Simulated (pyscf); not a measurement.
O=Nb(=O)–Cl + hydrogen (H₂) → O=NbH(OH)–Cl, an addition across a multiple bond or ene-type step (singlet surface; H–H broken, H–O, H–Nb formed). Structures and frequencies: ωB97X-D3(BJ)/def2-SVP in PySCF. Energies in kcal/mol from the separated reactants.

Small-basis levels: PySCF, no dispersion term, spherical d functions. 

Quick B3LYP/6-31G*+LANL2DZ single points give ΔE‡ = 10.8 kcal/mol and ΔE = -32.4 kcal/mol. What does ωB97M-D3(BJ)/def2-TZVP give, and how far is the quick result from it?

ωB97M-D3(BJ)/def2-TZVP gives ΔE‡ = 0.8 kcal/mol and ΔE = -41.0 kcal/mol. B3LYP/6-31G*+LANL2DZ lies 10.0 kcal/mol over it in the barrier and 8.7 kcal/mol over it in the reaction energy, so on this step it does not hold to within 3.0 kcal/mol. ωB97M-D3(BJ)/def2-TZVP has limits of its own. On the reactant side the descent ends in an adduct with a H–Nb contact, 11.6 kcal/mol under the separated species and 11.8 kcal/mol under the saddle at ωB97X-D3(BJ)/def2-TZVP. This is the saddle that the search found; another between the same sides may lie lower. In the def2 sets elements past Kr carry core potentials, without spin-orbit coupling.
